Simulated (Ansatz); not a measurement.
# AlH₄ (doublet): from Hartree-Fock to the top rungs, aug-cc-pVTZ

How much of the correlation energy of AlH₄ (doublet) does each wave-function method recover here?

Method: aug-cc-pVTZ, correlated electrons: outside noble gas; program: Ansatz 0.2.0, Gaussian basis.

Plan: UHF; CCSD(T) on ROHF; CCSD(T) on UHF; BCCD(T) on ROHF; CCSDT(Q) on ROHF; CCSDT(Q) on UHF.

## 1. What is computed

The geometry is a PBE0/def2-TZVPD stationary point (not a proven minimum) of the parent state, kept for this charge and spin.

5 atoms, charge 0, spin multiplicity 2.

Atoms are counted from 1 here; the program's logs count them from 0.

Bond lengths: Al1–H2 1.647 Å, Al1–H3 1.647 Å, Al1–H4 1.647 Å, Al1–H5 1.647 Å. Angles: H2–Al1–H3 109.5°, H2–Al1–H4 109.5°, H2–Al1–H5 109.5°, H3–Al1–H4 109.5°, H3–Al1–H5 109.5°, H4–Al1–H5 109.5°.

In the tables R marks a restricted open-shell determinant and U an unrestricted one; correlation energies count from the lowest restricted Hartree-Fock solution.

## 2. UHF

File in.yaml:

```yaml
crystal:
  periodic: [false, false, false]
  atoms:
    - {symbol: Al, position_ang: [0.000000, 0.000000, 0.000000]}
    - {symbol: H, position_ang: [0.950024, 0.951316, 0.950557]}
    - {symbol: H, position_ang: [-0.953809, -0.947378, 0.950700]}
    - {symbol: H, position_ang: [-0.947451, 0.949943, -0.954490]}
    - {symbol: H, position_ang: [0.951236, -0.953882, -0.946767]}
basis:
  gaussian: {orbitals: aug-cc-pVTZ}
magnetization: {spin_polarized: true, initial_magnetization: 1}
hamiltonian: {xc: hf}
output: {orbitals: {seedname: orbitals}}
```

Run with:

```
ansatz run in.yaml --threads 1 --pin off --events-out ev --progress --plain --max-ram 4096MiB --backend cpu
```

Further steps of the session: CCSD(T) on ROHF; CCSD(T) on UHF; BCCD(T) on ROHF; CCSDT(Q) on ROHF; CCSDT(Q) on UHF.

Q: Predict the results of all the runs planned. Wanted: correlation energy, UCCSDT(Q); RMP2 from UCCSDT(Q); UMP2 from UCCSDT(Q); RCCSD from UCCSDT(Q); RCCSD(T) from UCCSDT(Q); UCCSD(T) from UCCSDT(Q); RCCSDT(Q) from UCCSDT(Q); T1 diagnostic.

The runs gave:

| quantity | value |
| --- | --- |
| correlation energy, UCCSDT(Q) | -3.7767 eV |
| RMP2 from UCCSDT(Q) | +21.29 kcal/mol |
| UMP2 from UCCSDT(Q) | +22.55 kcal/mol |
| RCCSD from UCCSDT(Q) | +2.95 kcal/mol |
| RCCSD(T) from UCCSDT(Q) | +0.68 kcal/mol |
| UCCSD(T) from UCCSDT(Q) | +0.68 kcal/mol |
| RCCSDT(Q) from UCCSDT(Q) | +0.01 kcal/mol |
| levels of the table within 1 kcal/mol (43 meV) | RCCSD(T), UCCSD(T), BCCD(T), RCCSDT, UCCSDT, RCCSDT(Q) |
| T1 diagnostic | 0.031 |

What this shows: RCCSD(T) lands +0.68 kcal/mol from the yardstick (0.8 % of the correlation energy). Coupled cluster took another determinant than the lowest Hartree-Fock one. These misses are within one basis, not against nature; the frozen cores of restricted and unrestricted runs differ, which can shift their rows.
